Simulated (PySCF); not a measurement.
# H3S+ (sulfonium): r2SCAN/SBKJC (core potential)

What is the vertical singlet–triplet gap of H3S+ (sulfonium) at r2SCAN/SBKJC (core potential)? The job is set up through a Python script.

The results are computed with PySCF 2.14.0.

6 further runs of the same task are left out: 1 that didn't finish, 5 set aside as unsound or not needed.

## Step 1: Starting point

H3S+ has 4 atoms, charge +1, and is taken as a singlet. As SMILES, `[SH3+]`. The coordinates come from a GFN2-xTB relaxation.

Bond lengths: S1–H2 1.356 Å, S1–H3 1.355 Å, S1–H4 1.355 Å. Angles: H2–S1–H3 93.7°, H2–S1–H4 93.7°, H3–S1–H4 93.7°.

## Step 2: A single-point energy at r2SCAN/SBKJC (core potential)

job.py

```python
from pyscf import gto, dft

mol = gto.Mole()
mol.atom = '''
S      0.301620    -0.100910    -0.445950
H      0.848020     0.280920     0.734350
H     -0.494150    -1.037930     0.125030
H     -0.655500     0.857920    -0.413440
'''
mol.max_memory = 1860
mol.verbose = 4
mol.ecp = {'S': 'sbkjc'}
mol.basis = 'sbkjc'
mol.spin = 0
mol.charge = 1
mol.build()

ks = dft.RKS(mol)
ks.xc = 'r2scan'
ks.grids.level = 5
ks.conv_tol = 1e-10
ks.kernel()
if not ks.converged:
    ks = ks.newton().run(ks.mo_coeff, ks.mo_occ)

e_tot = ks.e_tot
print('Final energy', e_tot)
```

On the command line:

```bash
$ OMP_NUM_THREADS=1 python job.py
```

The log of the run:

```text
PySCF version 2.14.0

[INPUT] num. atoms = 4
[INPUT] num. electrons = 8
[INPUT] charge = 1
[INPUT] spin (= nelec alpha-beta = 2S) = 0
[INPUT] symmetry False subgroup None
[INPUT] Mole.unit = angstrom
[INPUT] Symbol           X                Y                Z      unit          X                Y                Z       unit  Magmom
[INPUT]  1 S      0.301620000000  -0.100910000000  -0.445950000000 AA    0.569979193691  -0.190692263230  -0.842723365250 Bohr   0.0
[INPUT]  2 H      0.848020000000   0.280920000000   0.734350000000 AA    1.602525548154   0.530861862913   1.387720379574 Bohr   0.0
[INPUT]  3 H     -0.494150000000  -1.037930000000   0.125030000000 AA   -0.933808164454  -1.961403436470   0.236272457354 Bohr   0.0
[INPUT]  4 H     -0.655500000000   0.857920000000  -0.413440000000 AA   -1.238715474652   1.621233836787  -0.781288368940 Bohr   0.0

nuclear repulsion = 7.8303936869978
number of shells = 10
number of NR pGTOs = 25
number of NR cGTOs = 14
basis = sbkjc
ecp = {'S': 'sbkjc'}

******** <class 'pyscf.dft.rks.RKS'> ********
method = RKS
initial guess = minao
damping factor = 0
level_shift factor = 0
DIIS = <class 'pyscf.scf.diis.CDIIS'>
diis_start_cycle = 1
diis_space = 8
diis_damp = 0
SCF conv_tol = 1e-10
SCF conv_tol_grad = None
SCF max_cycles = 50
direct_scf = True
direct_scf_tol = 1e-13
XC library pyscf.dft.libxc version 7.0.0
    S. Lehtola, C. Steigemann, M. J.T. Oliveira, and M. A.L. Marques.,  SoftwareX 7, 1–5 (2018)
XC functionals = r2scan
    J. W. Furness, A. D. Kaplan, J. Ning, J. P. Perdew, and J. Sun.,  J. Phys. Chem. Lett. 11, 8208-8215 (2020)
    J. W. Furness, A. D. Kaplan, J. Ning, J. P. Perdew, and J. Sun.,  J. Phys. Chem. Lett. 11, 9248-9248 (2020)
    J. W. Furness, A. D. Kaplan, J. Ning, J. P. Perdew, and J. Sun.,  J. Phys. Chem. Lett. 11, 8208-8215 (2020)
    J. W. Furness, A. D. Kaplan, J. Ning, J. P. Perdew, and J. Sun.,  J. Phys. Chem. Lett. 11, 9248-9248 (2020)
radial grids:
    Treutler-Ahlrichs [JCP 102, 346 (1995); DOI:10.1063/1.469408] (M4) radial grids

becke partition: Becke, JCP 88, 2547 (1988); DOI:10.1063/1.454033
pruning grids: <function nwchem_prune>
grids dens level: 5
symmetrized grids: False
atomic radii adjust function: <function treutler_atomic_radii_adjust>
small_rho_cutoff = 0
Set gradient conv threshold to 1e-05
Initial guess from minao.
tot grids = 113672
init E= -11.3285453291365
  HOMO = -0.223457672896069  LUMO = 0.092192553487377  gap/eV = 8.58928
cycle= 1 E= -11.4236815334859  delta_E= -0.0951  |g|= 0.583  |ddm|= 2.33
  HOMO = -0.772347212734585  LUMO = -0.337124029479515  gap/eV = 11.84303
cycle= 2 E= -11.4647315952499  delta_E= -0.0411  |g|= 0.476  |ddm|= 1.51
  HOMO = -0.62093499381451  LUMO = -0.266883522072667  gap/eV = 9.63423
cycle= 3 E= -11.5597328834173  delta_E= -0.095  |g|= 0.0335  |ddm|= 0.732
  HOMO = -0.620004327003863  LUMO = -0.260201000530732  gap/eV = 9.79075
cycle= 4 E= -11.5602112063139  delta_E= -0.000478  |g|= 0.00192  |ddm|= 0.0471
  HOMO = -0.619804802916724  LUMO = -0.260493925019014  gap/eV = 9.77735
cycle= 5 E= -11.5602129845733  delta_E= -1.78e-06  |g|= 0.000236  |ddm|= 0.00401
  HOMO = -0.619868539839118  LUMO = -0.26055608520928  gap/eV = 9.77739
cycle= 6 E= -11.5602130029594  delta_E= -1.84e-08  |g|= 8.49e-06  |ddm|= 0.000415
  HOMO = -0.619866977140907  LUMO = -0.260553892777499  gap/eV = 9.77741
cycle= 7 E= -11.5602130029894  delta_E= -3e-11  |g|= 7.64e-07  |ddm|= 1.34e-05
  HOMO = -0.619866984303431  LUMO = -0.260553797126507  gap/eV = 9.77741
Extra cycle  E= -11.5602130029896  delta_E= -1.78e-13  |g|= 4.92e-07  |ddm|= 2.61e-06
converged SCF energy = -11.5602130029896
Final energy -11.560213002989583
```

Wall time 1.5 s (1 thread of Arm Neoverse V2, shared host); peak memory 0.16 GiB.

## Step 3: The triplet, same level

job.py

```python
from pyscf import gto, dft

system = gto.M(
    atom='''
S      0.569979    -0.190692    -0.842723
H      1.602526     0.530862     1.387720
H     -0.933808    -1.961403     0.236272
H     -1.238715     1.621234    -0.781288
''',
    unit='bohr',
    charge=1,
    basis='sbkjc',
    spin=2,
    verbose=4,
    ecp={'S': 'sbkjc'},
    max_memory=1860,
)

calc0 = dft.UKS(system)
calc0.xc = 'r2scan'
calc0.conv_tol = 1e-10
calc0.grids.level = 5
calc0.kernel()
if not calc0.converged:
    calc0 = calc0.newton().run(calc0.mo_coeff, calc0.mo_occ)

energy = calc0.e_tot
print('E = %.10f Eh' % energy)
```

On the command line:

```bash
$ OMP_NUM_THREADS=1 python job.py
```

The log of the run:

```text
PySCF version 2.14.0

[INPUT] num. atoms = 4
[INPUT] num. electrons = 8
[INPUT] charge = 1
[INPUT] spin (= nelec alpha-beta = 2S) = 2
[INPUT] symmetry False subgroup None
[INPUT] Mole.unit = bohr
[INPUT] Symbol           X                Y                Z      unit          X                Y                Z       unit  Magmom
[INPUT]  1 S      0.301619897503  -0.100909860705  -0.445949806718 AA    0.569979000000  -0.190692000000  -0.842723000000 Bohr   0.0
[INPUT]  2 H      0.848020239107   0.280920072543   0.734349799138 AA    1.602526000000   0.530862000000   1.387720000000 Bohr   0.0
[INPUT]  3 H     -0.494149912975  -1.037929769030   0.125029757978 AA   -0.933808000000  -1.961403000000   0.236272000000 Bohr   0.0
[INPUT]  4 H     -0.655499748825   0.857920086369  -0.413439804765 AA   -1.238715000000   1.621234000000  -0.781288000000 Bohr   0.0

nuclear repulsion = 7.83039525688655
number of shells = 10
number of NR pGTOs = 25
number of NR cGTOs = 14
basis = sbkjc
ecp = {'S': 'sbkjc'}

******** <class 'pyscf.dft.uks.UKS'> ********
method = UKS
initial guess = minao
damping factor = 0
level_shift factor = 0
DIIS = <class 'pyscf.scf.diis.CDIIS'>
diis_start_cycle = 1
diis_space = 8
diis_damp = 0
SCF conv_tol = 1e-10
SCF conv_tol_grad = None
SCF max_cycles = 50
direct_scf = True
direct_scf_tol = 1e-13
number electrons alpha = 5  beta = 3
XC library pyscf.dft.libxc version 7.0.0
    S. Lehtola, C. Steigemann, M. J.T. Oliveira, and M. A.L. Marques.,  SoftwareX 7, 1–5 (2018)
XC functionals = r2scan
    J. W. Furness, A. D. Kaplan, J. Ning, J. P. Perdew, and J. Sun.,  J. Phys. Chem. Lett. 11, 8208-8215 (2020)
[... 16 lines left out ...]
[... the frontier-level lines of each cycle are left out ...]
[... 3 lines left out ...]
[... 5 lines left out ...]
[... 5 lines left out ...]
[... 5 lines left out ...]
[... 5 lines left out ...]
[... 5 lines left out ...]
[... 5 lines left out ...]
[... 5 lines left out ...]
[... 5 lines left out ...]
[... 5 lines left out ...]
[... 5 lines left out ...]
[... 5 lines left out ...]
[... 5 lines left out ...]

cycle= 13 E= -11.2343289732934  delta_E= -0.00013  |g|= 0.00285  |ddm|= 0.511


cycle= 14 E= -11.2343144575651  delta_E= 1.45e-05  |g|= 0.00251  |ddm|= 0.129


cycle= 15 E= -11.2343440841381  delta_E= -2.96e-05  |g|= 0.00112  |ddm|= 0.183


cycle= 16 E= -11.2343497518  delta_E= -5.67e-06  |g|= 0.000127  |ddm|= 0.095


cycle= 17 E= -11.2343498795842  delta_E= -1.28e-07  |g|= 6.66e-05  |ddm|= 0.0197


cycle= 18 E= -11.2343498846361  delta_E= -5.05e-09  |g|= 2.11e-05  |ddm|= 0.000281


cycle= 19 E= -11.2343498859244  delta_E= -1.29e-09  |g|= 5.86e-06  |ddm|= 0.00149


cycle= 20 E= -11.2343498859674  delta_E= -4.3e-11  |g|= 2.08e-06  |ddm|= 5.79e-05


Extra cycle  E= -11.2343498859719  delta_E= -4.46e-12  |g|= 1.19e-06  |ddm|= 1.77e-05
converged SCF energy = -11.2343498859719  <S^2> = 2.0036407  2S+1 = 3.0024261
E = -11.2343498860 Eh
```

It took 5.1 s on 1 thread of Arm Neoverse V2, shared host; peak memory 0.18 GiB.

## Step 4: Outcome

At r2SCAN/SBKJC (core potential):

```
                                        quantity         value
                           singlet: total energy  -11.56021 Eh
                            singlet: HOMO energy     -16.87 eV
                            singlet: LUMO energy      -7.09 eV
                          singlet: HOMO–LUMO gap       9.78 eV
                           triplet: total energy  -11.23435 Eh
     triplet: HOMO energy (highest over α and β)      -8.70 eV
                                   triplet: ⟨S²⟩         2.004
vertical energy of the triplet above the singlet      8.867 eV
```

At this shape the triplet lies 8.87 eV (856 kJ/mol) above the singlet. Mulliken charges (singlet) run from +0.22 on H2 to +0.33 on S1.
